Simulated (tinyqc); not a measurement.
Ways to converge the cycle: SCF convergence aids in the sto-3g basis, for H3O+, spin multiplicity 1. Computed by the program tinyqc with PySCF. RHF with one setting changed at a time; a run stops when the energy changes by less than 1e-09 hartree and the error matrix is below 1e-5. The start is random orbitals. Damping d keeps d of the old density; a shift (hartree) raises the virtual levels; DIIS n extrapolates F over n matrices.

Geometry (angstrom):
```
atom,x,y,z
O,0.0000,0.0000,0.1530
H,1.0310,0.0000,0.0000
H,-0.5160,0.8930,0.0000
H,-0.5160,-0.8930,0.0000
```

lowest restricted solution found by these runs and by PySCF = -75.319675 hartree

Largest element of the error matrix X^T (FDS - SDF) X:
```
iteration,plain,damping 0.3,damping 0.6,shift 0.4,DIIS 3,DIIS 8
1,1.5e+01,1.5e+01,1.5e+01,1.5e+01,1.5e+01,1.5e+01
2,7.2e-01,4.1e+00,8.4e+00,6.9e-01,7.2e-01,7.2e-01
3,1.7e-01,1.3e+00,5.0e+00,2.0e-01,1.8e-01,1.8e-01
4,3.3e-02,4.0e-01,3.0e+00,4.4e-02,8.6e-03,8.6e-03
5,7.3e-03,1.3e-01,1.8e+00,2.6e-02,2.2e-03,1.9e-03
6,1.5e-03,4.0e-02,1.1e+00,1.5e-02,4.4e-04,4.1e-04
8,1.2e-04,4.0e-03,4.1e-01,5.4e-03,1.7e-05,9.5e-06
10,2.3e-05,1.1e-03,1.5e-01,1.9e-03,1.6e-06,-
14,-,1.5e-04,2.1e-02,2.5e-04,-,-
20,-,8.2e-06,1.0e-03,1.2e-05,-,-
30,-,-,8.1e-05,-,-,-
45,-,-,2.0e-06,-,-,-
```

How each run ends:
```
run,iterations,E (hartree),state
plain,12,-75.31968,lowest found
damping 0.3,22,-75.31968,lowest found
damping 0.6,48,-75.31968,lowest found
shift 0.4,21,-75.31968,lowest found
DIIS 3,10,-75.31968,lowest found
DIIS 8,9,-75.31968,lowest found
```

What does the comparison show, and why?

6 of 6 runs reach the lowest restricted solution found, in 9 to 48 iterations (fastest: DIIS 8). Plain steps already contract here, so damping only slows them. DIIS 3 and DIIS 8 gain by cancelling the error over several earlier matrices, much as a quasi-Newton step does.
